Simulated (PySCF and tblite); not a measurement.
The numbers below are computed, except where a source is named.
System: C₃H₄OS, numbered as in [O:1]=[CH:2]/[CH:3]=[CH:4]\[SH:5].

Motion: rotation about the C4–S5 bond (torsion C3–C4–S5–H from 0° to 180°, rising). GFN2-xTB gives an electronic barrier of 15.4 kcal/mol and a reaction energy of 4.3 kcal/mol.

CAM-B3LYP/pcSseg-1 + D3(BJ) on GFN2-xTB geometries gives 12.7 kcal/mol and k(298 K) = 9×10⁴ s⁻¹.

What does HSE06/pcSseg-1 + D3(BJ) give on GFN2-xTB geometries?

A barrier of 14.9 kcal/mol, 2.2 above the first DFT barrier (from unrounded values), a reaction energy of 5.4 kcal/mol and, with GFN2-xTB thermal terms, ΔG‡(298 K) = 13.3 kcal/mol and k = 2310 s⁻¹ (2 equivalent paths).

Programs: tblite and PySCF.
